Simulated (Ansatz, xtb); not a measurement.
**Relaxing a trial structure of H2MgOSi**

The starting geometry of this gas-phase triplet was built from a drawn formula by distance geometry and a force field; its bonds are those of `O[Si][MgH]`.

```yaml
atoms:
  - { symbol: Mg, position_ang: [0.4650, 1.4689, 1.2136] }
  - { symbol: O, position_ang: [-1.2722, 1.1963, -1.8058] }
  - { symbol: Si, position_ang: [0.0825, 2.0505, -1.2096] }
  - { symbol: H, position_ang: [-1.0769, 0.2419, -1.6409] }
  - { symbol: H, position_ang: [0.7307, 0.9964, 2.9599] }
```

Question: Predict what it relaxes into with r2SCAN-D4/def2-SVP.

Answer: It keeps its bonds, and is `O[Si][MgH]`.

The energy falls by 0.19 eV over 9 steps:

```json
{"step": "1", "E − E(last) (eV)": "0.192"}
{"step": "2", "E − E(last) (eV)": "0.123"}
{"step": "3", "E − E(last) (eV)": "0.037"}
{"step": "4", "E − E(last) (eV)": "0.017"}
{"step": "5", "E − E(last) (eV)": "0.005"}
{"step": "6", "E − E(last) (eV)": "0.003"}
{"step": "7", "E − E(last) (eV)": "0.002"}
{"step": "8", "E − E(last) (eV)": "0.001"}
{"step": "9", "E − E(last) (eV)": "0.000"}
```

Final geometry (Å):

```xyz
5

Mg    0.4923    1.3936    1.4590
O    -1.3299    1.1225   -1.7116
Si    0.0584    1.8164   -1.0401
H    -1.1926    0.3673   -2.2982
H     0.9009    1.2543    3.1082
```

From the same start GFN2-xTB ends elsewhere, differing in Mg1–O2 (1.98 against 3.67 Å here).

No frequencies were run, so the end isn't proven a minimum. Open shells are spin-unrestricted. The triplet needn't be the ground state. Run with Ansatz 0.2.0, 52 s on 1 thread of Arm Neoverse V2 (shared host).
